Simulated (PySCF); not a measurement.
C2H4N2.
Z-matrix (Å and degrees, PBE0-D3(BJ)/def2-SVP geometry), rows numbered from 1:
```
N 
C   1  1.2679
C   2  1.4816  1  126.07
N   3  1.2679  2  126.01  1  -179.94
H   1  1.0284  2  110.12  3     0.00
H   2  1.1058  1  118.41  3  -179.99
H   3  1.1058  2  115.54  1     0.05
H   4  1.0284  3  110.12  2    -0.02
```

Computed, not measured: MP2 and CCSD/aug-cc-pVDZ in PySCF, restricted Hartree–Fock reference, frozen core, non-relativistic, gas phase, PBE0-D3(BJ)/def2-SVP geometry.

E(HF) = -186.94837 Eh.

Question: How large is the problem?

Answer: 128 basis functions and 30 electrons; 4 orbitals frozen, which leaves o = 11 correlated occupied and v = 113 virtual orbitals. That is o·v = 1243 singles and o·v(o·v + 1)/2 = 773146 distinct closed-shell doubles amplitudes before symmetry; the costliest CCSD step grows as o²v⁴ = 2.0 × 10^10.

Question: What are the MP2 and CCSD correlation energies?

Answer: MP2 -0.6130 Eh and CCSD -0.6437 Eh, which gives totals of -187.56134 and -187.59204 Eh. That is 0.796 eV for each correlated electron at CCSD (1690 kJ/mol in all, 0.343 % of the total energy); MP2 gives 95.2 % of the CCSD value.

Question: What is the T1 diagnostic?

Answer: 0.0133, below the customary warning level of 0.02. It is the norm of the spatial-orbital singles amplitudes over the root of the number of correlated electrons, so the norm is 0.062.

No triples correction and no basis-set extrapolation were made.

The job also held the EOM ionisation roots. Time: 53 s of wall time. Hardware: x86-64 server, one thread, shared host.

One conformer stands for the species.
